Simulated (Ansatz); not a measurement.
Density of states of SiMo$_{3}$ (Pm-3n, a = 4.862 Å, b = 4.862 Å, c = 4.862 Å, α = 90.00°, β = 90.00°, γ = 90.00°), in states per eV and primitive cell, averaged over bins of 0.5 eV. Computed with DFT PBEsol, scalar-relativistic, plane waves, PAW (Ansatz 0.2.0).

Cutoff 420 eV; k points 8×8×8 on the computed 8-atom cell (Γ-centred); Gaussian smearing, width 0.10 eV; no spin polarisation.

The cell is relaxed at this level. The states (both spins) are summed by tetrahedra on a 12×12×12 mesh at the self-consistent density. Energies are bin centres; the table starts no lower than −8 eV and ends at 6 eV, or lower where the solved bands end.

It is a metal at this level.

```csv
E − E_F (eV),total,Mo 4d,Si 3p,Mo 5s,Si 3s
-6.30,1.38,0.62,0.42,0.27,0.02
-5.80,5.05,2.12,1.57,1.05,0.06
-5.30,5.16,3.14,1.38,0.49,0.01
-4.80,8.38,5.78,1.92,0.48,0.02
-4.30,5.69,4.11,1.23,0.21,0.03
-3.80,9.06,7.52,0.98,0.32,0.07
-3.30,8.98,7.44,0.85,0.36,0.08
-2.80,5.61,4.81,0.44,0.16,0.04
-2.30,7.23,6.27,0.49,0.15,0.05
-1.80,10.08,8.60,0.68,0.34,0.08
-1.30,6.52,5.44,0.49,0.27,0.06
-0.80,2.73,2.42,0.17,0.03,0.02
-0.30,3.79,3.26,0.30,0.07,0.02
0.20,3.81,3.30,0.24,0.11,0.02
0.70,4.92,4.26,0.26,0.14,0.05
1.20,7.73,6.84,0.41,0.14,0.06
1.70,8.88,7.82,0.44,0.24,0.05
2.20,8.66,7.08,0.48,0.47,0.24
2.70,9.48,7.91,0.41,0.35,0.43
3.20,7.25,5.91,0.44,0.27,0.38
3.70,4.35,3.11,0.40,0.32,0.35
4.20,3.61,1.91,0.71,0.36,0.40
4.70,1.95,0.74,0.45,0.32,0.28
5.20,3.41,1.20,1.27,0.41,0.27
5.70,4.14,1.25,1.61,0.58,0.33
```

The columns after the total are the main Löwdin projections on the occupied valence shells of the potentials; 2 others are left out. The rest of the total lies in those, in shells that are empty in the free atom, which aren't projected, and between the atoms.

Cost: 1 run of about 2.8 core-minutes, on Intel Xeon Platinum 8259CL (Skylake/Cascade Lake) (shared hosts).